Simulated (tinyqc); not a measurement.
The basis set: RHF and MP2 along a ladder of basis sets, for H2O, spin multiplicity 1. Computed by the program tinyqc with PySCF. Command: `OMP_NUM_THREADS=1 python tinyqc.py 115458 115459 out.jsonl`; one thread of a shared host (Intel(R) Xeon(R) Processor @ 2.60GHz), about 3 s.

Geometry (angstrom):

| atom | x | y | z |
|---|---|---|---|
| O | 0.0000 | 0.0000 | 0.0000 |
| H | 0.0000 | 0.6770 | 0.6280 |
| H | 0.0000 | -0.6770 | 0.6280 |

Same geometry throughout; the dipole is taken about the origin.

RHF and frozen-core MP2 in a ladder of bases:

| basis | functions | E(RHF) (hartree) | E(MP2 corr) (hartree) | HOMO (eV) | LUMO (eV) | dipole (debye) |
|---|---|---|---|---|---|---|
| sto-3g | 7 | -74.952220 | -0.034324 | -10.8969 | 17.7676 | 1.8400 |
| 3-21g | 13 | -75.574348 | -0.119089 | -13.2470 | 7.3423 | 2.5752 |
| 6-31g | 13 | -75.973683 | -0.125390 | -13.8201 | 5.6264 | 2.7774 |
| 6-31g** | 24 | -76.017728 | -0.192932 | -13.6842 | 5.9674 | 2.3162 |
| cc-pvdz | 24 | -76.022186 | -0.200440 | -13.5826 | 5.1101 | 2.1674 |
| aug-cc-pvdz | 41 | -76.036547 | -0.217249 | -14.0156 | 0.9524 | 2.1257 |
| cc-pvtz | 58 | -76.052766 | -0.260161 | -13.8910 | 3.8836 | 2.1490 |

From cc-pVDZ to cc-pVTZ the RHF energy falls by 30.6 mhartree and the correlation energy by 59.7. If valence correlation converges as X^-3, (27 E(T) - 8 E(D))/19 gives -0.2853 hartree, a rough estimate from such small X that usually falls short; STO-3G holds about 12 % of it. Beyond STO-3G the LUMO moves by 6.4 eV and the HOMO by 0.8 eV; diffuse functions lower the positive LUMO sharply, since an unbound virtual level tracks the most diffuse function.
